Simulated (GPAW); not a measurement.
**PBE/dzp (scalar-relativistic datasets) run of AlH6N (SMILES [NH3+][AlH3-])**

Aim: the charge distribution of AlH6N. Input form: an ASE script.

The results are computed with GPAW 26.7.0.

**1. Starting point**

AlH6N: 8 atoms, total charge 0, spin state singlet. SMILES: `[NH3+][AlH3-]`. Geometry: relaxed at PBE0-D4/def2-TZVP.

Bond lengths: N1–Al2 2.061 Å, N1–H3 1.015 Å, N1–H4 1.015 Å, N1–H5 1.015 Å, Al2–H6 1.603 Å, Al2–H7 1.603 Å, Al2–H8 1.603 Å. Some angles: N1–Al2–H6 99.3°, N1–Al2–H7 99.3°, N1–Al2–H8 99.3°, Al2–N1–H3 111.0°, Al2–N1–H4 111.0°, Al2–N1–H5 111.0°, H6–Al2–H7 117.5°, H6–Al2–H8 117.5°, H7–Al2–H8 117.5°, H3–N1–H4 107.9°.

**2. Energy and one-electron properties at PBE/dzp (scalar-relativistic datasets)**

Contents of alh6n.xyz:

```xyz
8

N     -0.285300    -0.098100    -0.947700
Al     0.332200     0.091100     1.009300
H      0.208600     0.552800    -1.549700
H     -1.278900     0.088700    -1.035500
H     -0.112600    -1.036000    -1.294800
H     -0.061100     1.625500     1.256600
H      1.886900    -0.253000     0.823700
H     -0.597500    -1.028100     1.682600
```

Contents of calc.py:

```python
import numpy as np
from ase.io import read
from ase.units import Debye
from gpaw import GPAW

atoms = read('alh6n.xyz')
atoms.center(vacuum=4.5)

calc = GPAW(mode='lcao', basis='dzp', h=0.18, xc='PBE', maxiter=150, txt='-')
atoms.calc = calc

energy = atoms.get_potential_energy()
print(f'Energy = {energy:.5f} eV')
forces = atoms.get_forces()
print('Forces (eV/Ang)')
for symbol, f in zip(atoms.symbols, forces):
    print(f'{symbol:2} {f[0]:9.4f} {f[1]:9.4f} {f[2]:9.4f}')
dipole = atoms.get_dipole_moment() / Debye
print(f'Dipole: {np.linalg.norm(dipole):.3f} D')
homo, lumo = calc.get_homo_lumo()
print(f'HOMO: {homo:.3f} eV')
print(f'LUMO = {lumo:.3f} eV')
print(f'Gap                     {lumo - homo:.3f} eV')
```

The run is started by

```console
$ python calc.py > calc.log
```

Q: Predict the results. Wanted: energy as printed; dipole moment; HOMO energy; LUMO energy; HOMO–LUMO gap; largest force on an atom.

Answer, from the run:

Level: PBE/dzp (scalar-relativistic datasets).

| quantity | value |
| --- | --- |
| energy as printed (from the program's reference atoms) | -32.0972 eV |
| dipole moment | 5.56 D |
| HOMO energy | -6.09 eV |
| LUMO energy | -0.47 eV |
| HOMO–LUMO gap | 5.62 eV |
| largest force on an atom | 0.937 eV/Å |

What this shows: The largest force is 0.94 eV/Å: the shape isn't a stationary point for this species at this level.
